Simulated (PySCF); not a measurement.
## Al₂H, quartet: the ladder up to full CI

Geometry: a point of a stretch scan, not a stationary point.

```xyz
3

Al    0.0000    0.0000    1.6233
Al    0.0000    0.0000   -4.8297
H     0.0000    0.0000    3.2065
```

Basis 6-31G; PySCF 2.14.0. Correlated methods freeze the noble-gas cores, which leaves 7 electrons in 18 orbitals. Prefix R: restricted or restricted open-shell reference; prefix U: unrestricted.

Full CI is exact within this basis and frozen core; it isn't the basis-set limit. The frozen core follows each run's orbitals, which can shift R against U totals by a few meV.

```
UHF ⟨S²⟩                          : 3.753
T1 diagnostic (ROHF- or RHF-based CCSD)             : 0.0203
largest doubles amplitude (ROHF- or RHF-based CCSD) : 0.112
T1 diagnostic (UCCSD)             : 0.0149
```

| level | E − E(RHF) (eV) |
| --- | --- |
| UHF | -0.0160 |
| RMP2 | -0.9455 |
| UMP2 | -0.9516 |
| RCCSD | -1.5668 |
| UCCSD | -1.5687 |
| RCCSD(T) | -1.5789 |
| UCCSD(T) | -1.5797 |

(1) Estimate how far full CI in 6-31G lies from RCCSD(T). The table doesn't fix it; the size of (T) and the diagnostics are the guide.

(1) Full CI in 6-31G lies 0.25 mEh below RCCSD(T), which is 57 % of the (T) step (-0.44 mEh). The diagnostics give no warning, yet the rest is a sizeable part of (T).

The other levels:

| level | E − E(full CI) (mEh) | share of correlation (%) | wall time |
| --- | --- | --- | --- |
| RCCSDT | 0.00 | 99.99 | 3.1 s |
| UCCSDT | -0.01 | 100.02 | 3.4 s |

The correlation energy at full CI, counted from RHF, is -1.586 eV. The search over symmetries took 22 s on 1 thread of Intel Xeon, shared host; the state has 327,824 determinants.

Times are those of the correlated step on a shared host, with one SCF added for the restricted CCSD run; they ran on 1 thread of Intel Xeon.

The full-CI state has the irrep B1 of C2v, in the program's axes (one component, if the state is degenerate).

Natural occupations of full CI about the gap: 1.953 1.906 0.998 0.997 0.996 0.041 0.041 0.029 0.014 0.007; effectively unpaired electrons, Σ n²(2−n)², 3.06.
